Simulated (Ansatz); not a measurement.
# One shape, several levels: triplet F2

Aim: a comparison of 6 runs (U-revPBE/cc-pVTZ, UBHLYP/cc-pVTZ, UHSE06/cc-pVTZ, UPBE/cc-pVTZ, UPBE0/cc-pVTZ, UBCCD(T)/cc-pVTZ) of triplet F2. 

The calculation is run with Ansatz 0.2.0.

18 further runs of the same task are left out: 18 set aside as unsound or not needed.

## Step 1: Starting point

The species is F2 (2 atoms), meant as a triplet with charge 0. As SMILES of the parent species, `FF`. The coordinates come from a PBE0-D4/def2-TZVP relaxation. That shape belongs to the parent species and isn't relaxed for this state.

Bond lengths: F1–F2 1.376 Å.

## Step 2: The energy at U-revPBE/cc-pVTZ (run 1)

The input, job.yaml:

```yaml
crystal:
  periodic: [false, false, false]
  atoms:
    - {symbol: F, position_ang: [-0.583900, 0.212400, -0.295000]}
    - {symbol: F, position_ang: [0.583900, -0.212400, 0.295000]}
basis:
  gaussian:
    orbitals: cc-pVTZ
magnetization:
  spin_polarized: true
  initial_magnetization: 2
hamiltonian:
  xc: {name: revPBE}
accuracy: high
output: {orbitals: {seedname: orbitals}}
```

Started as:

```sh
$ ansatz run job.yaml --threads 1 --pin off --max-ram 3480MiB --events-out events.jsonl --progress --plain --runs-dir runs
```

The program printed:

```text
Warning: RAYON_NUM_THREADS=1 ignored (pool sized by the plan → 1); use --threads N
Functional definition: revPBE
  name "revPBE"
  parameter kappa = 1.245
  parameter beta = 0.06672455060314922
  exchange = pbe_x(kappa = kappa, mu = beta*pi^2/3)
  correlation = pbe_c(beta = beta)
852 factors; integrals over basis functions are off by at most 2.5e-9 eV
mean field evaluation 1: about -5425.7010 eV, gradient 1.2e1 eV
mean field evaluation 2: about -5425.7576 eV, gradient 9.9e0 eV
mean field evaluation 4: about -5425.9833 eV, gradient 3.6e-1 eV
mean field evaluation 8: about -5425.9880 eV, gradient 2.4e-3 eV
mean field evaluation 16: about -5425.9880 eV, gradient 2.6e-7 eV
mean field -5425.98804394 eV, -199.4013827479 hartree, gradient 1.3e-8 eV, S^2 2.003595; 1 other end points of the search recorded, 0 dependent functions left out
reference -5425.98804480 eV, -199.4013827795 hartree; 10, 8 occupied and 50, 52 virtual orbitals, 852 factors
Total energy: -5425.98804480 eV, -199.4013827795 hartree
```

Run time: 2.5 s. Hardware: 1 thread of Intel Xeon Platinum 8488C (Sapphire Rapids), shared host; peak memory 0.14 GiB.

## Step 3: A single-point energy at UBHLYP/cc-pVTZ (run 2)

The input, job.yaml:

```yaml
crystal:
  periodic: [false, false, false]
  atoms:
    - symbol: F
      position_ang: [-0.583900, 0.212400, -0.295000]
    - symbol: F
      position_ang: [0.583900, -0.212400, 0.295000]
basis:
  gaussian: {orbitals: cc-pVTZ}
magnetization: {spin_polarized: true, initial_magnetization: 2}
hamiltonian: {xc: {name: BHLYP}}
accuracy: high
output: {orbitals: {seedname: orbitals}}
```

Started as:

```sh
$ ansatz run job.yaml --threads 1 --pin off --max-ram 3480MiB --events-out events.jsonl --progress --plain --runs-dir runs
```

The program printed:

```text
Warning: RAYON_NUM_THREADS=1 ignored (pool sized by the plan → 1); use --threads N
Functional definition: BHLYP
  name "BHLYP"
  parameter a = 0.5
  exchange = (1 - a)*b88_x + a*exact_x
  correlation = lyp_c
852 factors; integrals over basis functions are off by at most 2.5e-9 eV
mean field evaluation 1: about -5424.9484 eV, gradient 9.8e0 eV
mean field evaluation 2: about -5425.1859 eV, gradient 3.2e0 eV
mean field evaluation 4: about -5425.2096 eV, gradient 3.2e-1 eV
mean field evaluation 8: about -5425.2452 eV, gradient 1.0e-2 eV
mean field evaluation 16: about -5425.2452 eV, gradient 3.9e-7 eV
mean field -5425.24520148 eV, -199.3740837913 hartree, gradient 5.0e-9 eV, S^2 2.014345; 1 other end points of the search recorded, 0 dependent functions left out
reference -5425.24521036 eV, -199.3740841174 hartree; 10, 8 occupied and 50, 52 virtual orbitals, 852 factors
Total energy: -5425.24521036 eV, -199.3740841174 hartree
```

It took 2.8 s on 1 thread of Intel Xeon Platinum 8488C (Sapphire Rapids), shared host; peak memory 0.16 GiB.

Runs 3 to 4 aren't shown in full; the table further down has their settings and results.

## Step 4: The energy at UPBE0/cc-pVTZ (run 5)

The input, in.yaml:

```yaml
crystal:
  periodic: [false, false, false]
  atoms:
    - symbol: F
      position_ang: [-0.583900, 0.212400, -0.295000]
    - symbol: F
      position_ang: [0.583900, -0.212400, 0.295000]
basis:
  gaussian:
    orbitals: cc-pVTZ
magnetization:
  spin_polarized: true
  initial_magnetization: 2
hamiltonian:
  xc: {name: PBE0}
accuracy: high
output: {orbitals: {seedname: orbitals}}
```

Started as:

```sh
$ ansatz run in.yaml --threads 1 --pin off --max-ram 3480MiB --events-out events.jsonl --progress --plain --runs-dir runs
```

The program printed:

```text
Warning: RAYON_NUM_THREADS=1 ignored (pool sized by the plan → 1); use --threads N
Functional definition: PBE0
  name "PBE0"
  parameter a = 0.25
  parameter kappa = 0.804
  parameter beta = 0.06672455060314922
  exchange = (1 - a)*pbe_x(kappa = kappa, mu = beta*pi^2/3) + a*exact_x
  correlation = pbe_c(beta = beta)
852 factors; integrals over basis functions are off by at most 2.5e-9 eV
mean field evaluation 1: about -5422.0068 eV, gradient 9.9e0 eV
mean field evaluation 2: about -5422.1675 eV, gradient 5.2e0 eV
mean field evaluation 4: about -5422.2256 eV, gradient 3.3e-1 eV
mean field evaluation 8: about -5422.3473 eV, gradient 1.4e-2 eV
mean field evaluation 16: about -5422.3473 eV, gradient 2.7e-7 eV
mean field -5422.34728850 eV, -199.2675874535 hartree, gradient 2.7e-8 eV, S^2 2.007673; 0 other end points of the search recorded, 0 dependent functions left out
reference -5422.34728902 eV, -199.2675874726 hartree; 10, 8 occupied and 50, 52 virtual orbitals, 852 factors
Total energy: -5422.34728902 eV, -199.2675874726 hartree
```

It took 2 s on 1 thread of Intel Xeon Platinum 8488C (Sapphire Rapids), shared host; peak memory 0.15 GiB.

## Step 5: The energy at UBCCD(T)/cc-pVTZ (run 6)

The input, input.yaml:

```yaml
crystal:
  periodic: [false, false, false]
  atoms:
    - {symbol: F, position_ang: [-0.583900, 0.212400, -0.295000]}
    - {symbol: F, position_ang: [0.583900, -0.212400, 0.295000]}
basis:
  gaussian: {orbitals: cc-pVTZ}
magnetization: {spin_polarized: true, initial_magnetization: 2}
correlation: {method: bccd_t, frozen_orbitals: {F: 1}}
accuracy: high
scf: {omitted_lower_state_checks: [cluster_reference, increment]}
```

Started as:

```sh
$ ansatz run input.yaml --threads 1 --pin off --max-ram 3480MiB --events-out events.jsonl --progress --plain --runs-dir runs
```

The program printed:

```text
Warning: RAYON_NUM_THREADS=1 ignored (pool sized by the plan → 1); use --threads N
Functional definition: HF
  name "HF"
  exchange = exact_x
  correlation = 0
these checks for a lower state are left out or cut short: cluster_reference, increment
852 factors; integrals over basis functions are off by at most 2.5e-9 eV
mean field evaluation 1: about -5404.5002 eV, gradient 1.3e1 eV
mean field evaluation 2: about -5404.5628 eV, gradient 1.3e1 eV
mean field evaluation 4: about -5405.1500 eV, gradient 1.2e0 eV
mean field evaluation 8: about -5405.1594 eV, gradient 6.4e-5 eV
mean field evaluation 16: about -5405.1594 eV, gradient 6.0e-5 eV
mean field evaluation 32: about -5405.2279 eV, gradient 1.3e0 eV
mean field evaluation 64: about -5405.1594 eV, gradient 5.9e-9 eV
mean field evaluation 96: about -5405.1594 eV, gradient 2.8e-7 eV
mean field -5405.44343891 eV, -198.6463824390 hartree, gradient 9.6e-8 eV, S^2 2.018720; 7 other end points of the search recorded, 0 dependent functions left out
2 core orbitals not correlated: weight in the atoms' cores, before any rotation towards them, 1.000 or more for the frozen orbitals, at most 0.000 for the correlated occupied ones
reference -5405.44343891 eV, -198.6463824390 hartree; 8, 6 occupied and 50, 52 virtual orbitals, 852 factors
second order -12.25945258 eV of doubles, -0.00000000 eV of singles
cycle   1  -12.50081488 eV  change   -2.4e-1 eV  update   9.4e-2
cycle   2  -12.92853457 eV  change   -4.3e-1 eV  update   4.6e-2
cycle   3  -13.14656500 eV  change   -2.2e-1 eV  update   5.2e-2
cycle   4  -13.29909792 eV  change   -1.5e-1 eV  update   4.2e-2
cycle   5  -13.29701300 eV  change    2.1e-3 eV  update   3.3e-2
cycle   6  -13.35399573 eV  change   -5.7e-2 eV  update   1.8e-2
cycle   7  -13.13640589 eV  change    2.2e-1 eV  update   9.4e-3
cycle   8  -13.29388580 eV  change   -1.6e-1 eV  update   6.8e-3
cycle   9  -13.25083334 eV  change    4.3e-2 eV  update   2.6e-3
cycle  10  -13.25052271 eV  change    3.1e-4 eV  update   3.0e-4
cycle  11  -13.24796309 eV  change    2.6e-3 eV  update   1.5e-4
cycle  12  -13.24771690 eV  change    2.5e-4 eV  update   2.3e-5
cycle  13  -13.24780821 eV  change   -9.1e-5 eV  update   1.0e-5
cycle  14  -13.24782309 eV  change   -1.5e-5 eV  update   3.6e-6
cycle  15  -13.24782926 eV  change   -6.2e-6 eV  update   1.0e-6
cycle  16  -13.24783013 eV  change   -8.8e-7 eV  update   3.7e-7
cycle  17  -13.24782957 eV  change    5.6e-7 eV  update   1.4e-7
cycle  18  -13.24782931 eV  change    2.6e-7 eV  update   4.2e-8
cycle  19  -13.24782735 eV  change    2.0e-6 eV  update   7.9e-8
cycle  20  -13.24782727 eV  change    7.8e-8 eV  update   3.7e-8
cycle  21  -13.24782730 eV  change   -2.2e-8 eV  update   1.2e-8
cycle  22  -13.24782730 eV  change   -5.3e-9 eV  update   3.7e-9
cycle  23  -13.24782730 eV  change  -5.1e-10 eV  update  9.1e-10
perturbative correction -0.47401433 eV, -0.0174197052 hartree
Total energy: -5419.16528054 eV, -199.1506508178 hartree
Checks for a lower state left out: cluster_reference, increment
```

Wall time 9.3 s (1 thread of Intel Xeon Platinum 8488C (Sapphire Rapids), shared host); peak memory 0.39 GiB.

## Step 6: All runs side by side

| run | level | frozen core orbitals | energy (Eh) | HOMO energy (eV) | ⟨S²⟩ | wall time |
| --- | --- | --- | --- | --- | --- | --- |
| 1 | U-revPBE/cc-pVTZ | – | -199.401383 | -5.09 | 2.004 | 2.5 s |
| 2 | UBHLYP/cc-pVTZ | – | -199.374084 | -10.49 | 2.014 | 2.8 s |
| 3 | UHSE06/cc-pVTZ | – | -199.260066 | -7.39 | 2.008 | 2.4 s |
| 4 | UPBE/cc-pVTZ | – | -199.281392 | -5.16 | 2.003 | 1.9 s |
| 5 | UPBE0/cc-pVTZ | – | -199.267587 | -7.81 | 2.008 | 2 s |
| 6 | UBCCD(T)/cc-pVTZ | 2 | -199.150651 | – | 2.019 | 9.3 s |

## Step 7: Outcome

| quantity | value |
| --- | --- |
| run 6: total energy | -199.15065 Eh |
| run 6: correlation energy (2 core orbitals frozen) | -504.3 mEh |
| run 6: (T) correction | -17.42 mEh |
| run 6: ⟨S²⟩ of the reference determinant | 2.019 |

Totals of different functionals can't be ranked against each other. All runs together took 21 s, the longest 9.3 s.
